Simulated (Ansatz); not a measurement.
in.yaml

```yaml
crystal:
  periodic: [false, false, false]
  atoms:
    - {symbol: B, position_ang: [0.000000, 0.000000, 1.259200]}
    - {symbol: C, position_ang: [0.000000, 0.000000, -0.094199]}
    - {symbol: H, position_ang: [0.000000, 0.000000, -1.165001]}
basis:
  gaussian: {orbitals: 6-31G}
magnetization: {spin_polarized: false, initial_magnetization: 2}
correlation: {method: fic_mrcisd_q, electrons: outside_noble_gas, active_space: {window: {electrons: 4, orbitals: 4}}}
```

```sh
$ ansatz run in.yaml --threads 1 --pin off --events-out ev --progress --plain --max-ram 2393MiB
```

**Question.** Roughly how long does this take on 1 thread of Arm Neoverse V2, shared host, and how much host memory?

**Answer.** 0.42 s wall and 0.07 GiB.

```
285 factors; integrals over basis functions are off by at most 2.3e-4 eV
mean field evaluation 1: about -1710.8812 eV, gradient 1.5e1 eV
mean field evaluation 2: about -1710.8854 eV, gradient 1.5e1 eV
mean field evaluation 4: about -1712.3920 eV, gradient 2.5e0 eV
mean field evaluation 8: about -1712.4415 eV, gradient 4.2e-2 eV
mean field evaluation 16: about -1711.3428 eV, gradient 1.4e-4 eV
mean field evaluation 32: about -1711.3392 eV, gradient 3.9e-2 eV
mean field -1712.44152546 eV, -62.9310653260 hartree, gradient 2.1e-6 eV, S^2 2.000000; 5 other end points of the search recorded, 0 dependent functions left out
reference -1712.44152546 eV, -62.9310653260 hartree; 7, 5 occupied and 13, 15 virtual orbitals, 285 factors
state -1713.15546292 eV, -62.9573020437 hartree
contracted CI cycle   1: correlation 0.00000000 eV, 0.0000000000 hartree, residual 1.24e1 eV
contracted CI cycle   2: correlation -2.57120643 eV, -0.0944900934 hartree, residual 2.40e0 eV
contracted CI cycle   3: correlation -2.69085958 eV, -0.0988872656 hartree, residual 6.40e-1 eV
contracted CI cycle   4: correlation -2.70076059 eV, -0.0992511211 hartree, residual 1.73e-1 eV
contracted CI cycle   5: correlation -2.70143971 eV, -0.0992760784 hartree, residual 6.85e-2 eV
contracted CI cycle   6: correlation -2.70153919 eV, -0.0992797339 hartree, residual 2.19e-2 eV
contracted CI cycle   7: correlation -2.70155108 eV, -0.0992801709 hartree, residual 6.05e-3 eV
contracted CI cycle   8: correlation -2.70155189 eV, -0.0992802006 hartree, residual 1.73e-3 eV
contracted CI cycle   9: correlation -2.70155195 eV, -0.0992802030 hartree, residual 5.48e-4 eV
state -1713.15546292 eV, -62.9573020437 hartree; corrected -1716.02169871 eV, -63.0626342662 hartree
Total energy: -1716.02169871 eV, -63.0626342662 hartree
```

Natural occupations: 1.9112 1.0000 1.0000 0.0888.

For the same geometry and basis full CI lies 43.4 meV lower.
